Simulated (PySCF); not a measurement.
# Ionisation energy of Ar by level of theory

Ar [Ar] (1S) → Ar⁺ [Ne] 3s2 3p5 (2P), as a difference of total energies. Computed with PySCF 2.14 in dyall-acv3z (19s12p6d4f, 113 functions), with scalar relativity by spin-free X2C-1e. Correlated levels: valence: [Ne] frozen; valence and next inner shell: 1s2 frozen; virtual orbitals above 40 to 60 times the deepest correlated orbital energy dropped. The calculations carry no spin-orbit coupling.

```tsv
method	ionisation energy (eV)	error (eV)
UHF	14.529	-1.290
LDA	15.971	+0.152
PBE	15.686	-0.133
PBE0	15.694	-0.125
r2SCAN	15.737	-0.082
HSE06	15.688	-0.131
PBEsol	15.699	-0.120
revPBE	15.624	-0.195
MP2 (valence)	15.721	-0.098
SCS-MP2 (valence)	15.618	-0.201
MP2 (valence and next inner shell)	15.747	-0.072
SCS-MP2 (valence and next inner shell)	15.640	-0.179
```

Reference: 15.819 eV (measured; NIST levels, between the centres of gravity of the two terms).

Errors of the correlated levels include the incompleteness of this basis and the frozen core.
